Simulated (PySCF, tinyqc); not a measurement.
Inside a calculation. Method: RHF in the sto-6g basis, for CH2, spin multiplicity 1. The lowest restricted solution is unstable here: a spin-polarised one lies 0.0260 hartree lower (PySCF). One step of it, computed by the program tinyqc.

Task: Iteration 1: building the Fock matrix. J_ij = sum D_kl (ij|kl), K_ij = sum D_kl (ik|jl); F = H + J - 0.5 K; E = tr D H + tr D J / 2 - 0.25 tr D K + E_nn.

D at the start, lower triangle:
```
,1C 1s,1C 2s,1C 2px,1C 2py,1C 2pz,2H 1s,3H 1s
1C 1s,2.065097
1C 2s,-0.254898,1.137978
1C 2px,0.000000,0.000000,0.000000
1C 2py,0.000000,0.000000,0.000000,1.203942
1C 2pz,0.132458,-0.475149,0.000000,0.000000,1.775980
2H 1s,-0.154265,0.377255,0.000000,0.410929,0.142820,0.325282
3H 1s,-0.154265,0.377255,0.000000,-0.410929,0.142820,0.044766,0.325282
```

core Hamiltonian H = T + V (hartree), lower triangle:
```
,1C 1s,1C 2s,1C 2px,1C 2py,1C 2pz,2H 1s,3H 1s
1C 1s,-18.795106
1C 2s,-4.319363,-5.511199
1C 2px,0.000000,0.000000,-4.458410
1C 2py,0.000000,0.000000,0.000000,-4.587077
1C 2pz,-0.016370,-0.168066,0.000000,0.000000,-4.526926
2H 1s,-0.827071,-1.968253,0.000000,-1.378621,-1.043039,-3.272684
3H 1s,-0.827071,-1.968253,0.000000,1.378621,-1.043039,-0.535434,-3.272684
```

Two-electron integrals (ij|kl) in chemists' order, unique and non-zero (hartree):
```
i,j,k,l,(ij|kl)
1,1,1,1,3.543743
2,1,1,1,0.529462
2,1,2,1,0.100317
2,2,1,1,0.853596
2,2,2,1,0.199930
2,2,2,2,0.624844
3,1,3,1,0.021271
3,2,3,1,0.031868
3,2,3,2,0.138108
3,3,1,1,0.853598
3,3,2,1,0.199930
3,3,2,2,0.624843
3,3,3,3,0.673218
4,1,4,1,0.021271
4,2,4,1,0.031868
4,2,4,2,0.138108
4,3,4,3,0.036281
4,4,1,1,0.853598
4,4,2,1,0.199930
4,4,2,2,0.624843
4,4,3,3,0.600655
4,4,4,4,0.673218
5,1,5,1,0.021271
5,2,5,1,0.031868
5,2,5,2,0.138108
5,3,5,3,0.036281
5,4,5,4,0.036281
5,5,1,1,0.853598
5,5,2,1,0.199930
5,5,2,2,0.624843
5,5,3,3,0.600655
5,5,4,4,0.600655
5,5,5,5,0.673218
6,1,1,1,0.105811
6,1,2,1,0.019306
6,1,2,2,0.037875
6,1,3,3,0.037732
6,1,4,1,0.001023
6,1,4,2,0.001987
6,1,4,4,0.038012
6,1,5,1,0.000747
6,1,5,2,0.001450
6,1,5,4,0.000204
6,1,5,5,0.037881
6,1,6,1,0.003821
6,2,1,1,0.263115
6,2,2,1,0.062594
6,2,2,2,0.216642
6,2,3,3,0.211414
6,2,4,1,0.005146
6,2,4,2,0.034903
6,2,4,4,0.221648
6,2,5,1,0.003755
6,2,5,2,0.025470
6,2,5,4,0.007468
6,2,5,5,0.216864
6,2,6,1,0.012448
6,2,6,2,0.101051
6,3,3,1,0.006571
6,3,3,2,0.034001
6,3,4,3,0.006740
6,3,5,3,0.004919
6,3,6,3,0.011998
6,4,1,1,0.186462
6,4,2,1,0.044965
6,4,2,2,0.164704
6,4,3,3,0.156550
6,4,4,1,0.009725
6,4,4,2,0.058264
6,4,4,4,0.177197
6,4,5,1,0.002302
6,4,5,2,0.017705
6,4,5,4,0.010148
6,4,5,5,0.160366
6,4,6,1,0.009356
6,4,6,2,0.091105
6,4,6,4,0.092594
6,5,1,1,0.136067
6,5,2,1,0.032812
6,5,2,2,0.120190
6,5,3,3,0.114239
6,5,4,1,0.002302
6,5,4,2,0.017705
6,5,4,4,0.119469
6,5,5,1,0.008250
6,5,5,2,0.046921
6,5,5,4,0.010556
6,5,5,5,0.126861
6,5,6,1,0.006827
6,5,6,2,0.066482
6,5,6,4,0.058814
6,5,6,5,0.054916
6,6,1,1,0.422443
6,6,2,1,0.102445
6,6,2,2,0.403088
6,6,3,3,0.382208
6,6,4,1,0.010197
6,6,4,2,0.093448
6,6,4,4,0.423082
6,6,5,1,0.007441
6,6,5,2,0.068191
6,6,5,4,0.029827
6,6,5,5,0.403973
6,6,6,1,0.020690
6,6,6,2,0.242743
6,6,6,4,0.241280
6,6,6,5,0.176069
6,6,6,6,0.774999
7,1,1,1,0.105811
7,1,2,1,0.019306
7,1,2,2,0.037875
7,1,3,3,0.037732
7,1,4,1,-0.001023
7,1,4,2,-0.001987
7,1,4,4,0.038012
7,1,5,1,0.000747
7,1,5,2,0.001450
7,1,5,4,-0.000204
7,1,5,5,0.037881
7,1,6,1,0.003712
7,1,6,2,0.011694
7,1,6,4,0.007996
7,1,6,5,0.006425
7,1,6,6,0.019074
7,1,7,1,0.003821
7,2,1,1,0.263115
7,2,2,1,0.062594
7,2,2,2,0.216642
7,2,3,3,0.211414
7,2,4,1,-0.005146
7,2,4,2,-0.034903
7,2,4,4,0.221648
7,2,5,1,0.003755
7,2,5,2,0.025470
7,2,5,4,-0.007468
7,2,5,5,0.216864
7,2,6,1,0.011694
7,2,6,2,0.072594
7,2,6,4,0.047201
7,2,6,5,0.046573
7,2,6,6,0.135974
7,2,7,1,0.012448
7,2,7,2,0.101051
7,3,3,1,0.006571
7,3,3,2,0.034001
7,3,4,3,-0.006740
7,3,5,3,0.004919
7,3,6,3,0.008065
7,3,7,3,0.011998
7,4,1,1,-0.186462
7,4,2,1,-0.044965
7,4,2,2,-0.164704
7,4,3,3,-0.156550
7,4,4,1,0.009725
7,4,4,2,0.058264
7,4,4,4,-0.177197
7,4,5,1,-0.002302
7,4,5,2,-0.017705
7,4,5,4,0.010148
7,4,5,5,-0.160366
7,4,6,1,-0.007996
7,4,6,2,-0.047201
7,4,6,4,-0.023697
7,4,6,5,-0.029711
7,4,6,6,-0.082495
7,4,7,1,-0.009356
7,4,7,2,-0.091105
7,4,7,4,0.092594
7,5,1,1,0.136067
7,5,2,1,0.032812
7,5,2,2,0.120190
7,5,3,3,0.114239
7,5,4,1,-0.002302
7,5,4,2,-0.017705
7,5,4,4,0.119469
7,5,5,1,0.008250
7,5,5,2,0.046921
7,5,5,4,-0.010556
7,5,5,5,0.126861
7,5,6,1,0.006425
7,5,6,2,0.046573
7,5,6,4,0.029711
7,5,6,5,0.037300
7,5,6,6,0.092340
7,5,7,1,0.006827
7,5,7,2,0.066482
7,5,7,4,-0.058814
7,5,7,5,0.054916
7,6,1,1,0.065201
7,6,2,1,0.015606
7,6,2,2,0.056752
7,6,3,3,0.055068
7,6,4,4,0.056543
7,6,5,1,0.001497
7,6,5,2,0.011129
7,6,5,5,0.058647
7,6,6,1,0.003039
7,6,6,2,0.024357
7,6,6,4,0.019060
7,6,6,5,0.017564
7,6,6,6,0.055966
7,6,7,1,0.003039
7,6,7,2,0.024357
7,6,7,4,-0.019060
7,6,7,5,0.017564
7,6,7,6,0.007353
7,7,1,1,0.422443
7,7,2,1,0.102445
7,7,2,2,0.403088
7,7,3,3,0.382208
7,7,4,1,-0.010197
7,7,4,2,-0.093448
7,7,4,4,0.423082
7,7,5,1,0.007441
7,7,5,2,0.068191
7,7,5,4,-0.029827
7,7,5,5,0.403973
7,7,6,1,0.019074
7,7,6,2,0.135974
7,7,6,4,0.082495
7,7,6,5,0.092340
7,7,6,6,0.263922
7,7,7,1,0.020690
7,7,7,2,0.242743
7,7,7,4,-0.241280
7,7,7,5,0.176069
7,7,7,6,0.055966
7,7,7,7,0.774999
```

nuclear repulsion = 5.39956290 hartree

Give: Coulomb J; exchange K; Fock matrix F; total energy of this density.

Result:

Coulomb J (hartree), lower triangle:
```
,1C 1s,1C 2s,1C 2px,1C 2py,1C 2pz,2H 1s,3H 1s
1C 1s,11.5599
1C 2s,2.1088,5.1441
1C 2px,0.0000,0.0000,5.0337
1C 2py,0.0000,0.0000,0.0000,5.2000
1C 2pz,-0.0060,0.0160,0.0000,0.0000,5.1987
2H 1s,0.4108,1.7817,0.0000,1.3584,0.9970,3.4020
3H 1s,0.4108,1.7817,0.0000,-1.3584,0.9970,0.4666,3.4020
```

exchange K (hartree), lower triangle:
```
,1C 1s,1C 2s,1C 2px,1C 2py,1C 2pz,2H 1s,3H 1s
1C 1s,7.1946
1C 2s,1.1779,1.6603
1C 2px,0.0000,0.0000,0.3626
1C 2py,0.0000,0.0000,0.0000,1.4969
1C 2pz,0.0096,-0.0897,0.0000,0.0000,1.6188
2H 1s,0.2387,0.7446,0.0000,0.5868,0.3880,0.9558
3H 1s,0.2387,0.7446,0.0000,-0.5868,0.3880,0.2214,0.9558
```

Fock matrix F (hartree), lower triangle:
```
,1C 1s,1C 2s,1C 2px,1C 2py,1C 2pz,2H 1s,3H 1s
1C 1s,-10.8325
1C 2s,-2.7995,-1.1972
1C 2px,0.0000,0.0000,0.3940
1C 2py,0.0000,0.0000,0.0000,-0.1355
1C 2pz,-0.0272,-0.1072,0.0000,0.0000,-0.1376
2H 1s,-0.5357,-0.5589,0.0000,-0.3136,-0.2401,-0.3486
3H 1s,-0.5357,-0.5589,0.0000,0.3136,-0.2401,-0.1795,-0.3486
```

total energy of this density = -38.508233 hartree
